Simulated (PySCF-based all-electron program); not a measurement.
The numbers below are computed, except where a source is named.
Forces on C2H8, singlet by several functionals

Method: all-electron DFT (in-house code on PySCF), basis-limit composite values; the spin-free Dirac equation, no spin–orbit coupling, spin-restricted. Forces are good to about 0.004 eV/Å. Atoms are numbered as listed.

```xyz
10

C     0.0000    0.0001   -1.8592
H    -0.8886   -0.5131   -1.4947
H     0.8886   -0.5131   -1.4947
H     0.0000    1.0263   -1.4949
H     0.0000   -0.0002   -2.9483
C     0.0000   -0.0001    1.8592
H     0.0000    0.0002    2.9483
H    -0.8886    0.5131    1.4947
H     0.8886    0.5131    1.4947
H     0.0000   -1.0263    1.4949
```

PBE forces:

```
atom      Fx      Fy  Fz (eV/Å)
  C1   0.000  -0.001     -0.018
  H2  -0.170  -0.096      0.065
  H3   0.170  -0.096      0.065
  H4   0.000   0.194      0.065
  H5   0.000   0.000     -0.202
  C6   0.000   0.001      0.018
  H7   0.000   0.000      0.202
  H8  -0.170   0.096     -0.065
  H9   0.170   0.096     -0.065
 H10   0.000  -0.194     -0.065
```

What forces does r2SCAN give?

The forces move by 0.232 eV/Å (r.m.s. over the atoms) from PBE.

```tsv
atom	Fx	Fy	Fz (eV/Å)
C1	0.000	-0.001	-0.003
H2	0.043	0.026	-0.019
H3	-0.043	0.026	-0.019
H4	0.000	-0.052	-0.019
H5	0.000	0.000	0.058
C6	0.000	0.001	0.003
H7	0.000	0.000	-0.058
H8	0.043	-0.026	0.019
H9	-0.043	-0.026	0.019
H10	0.000	0.052	0.019
```
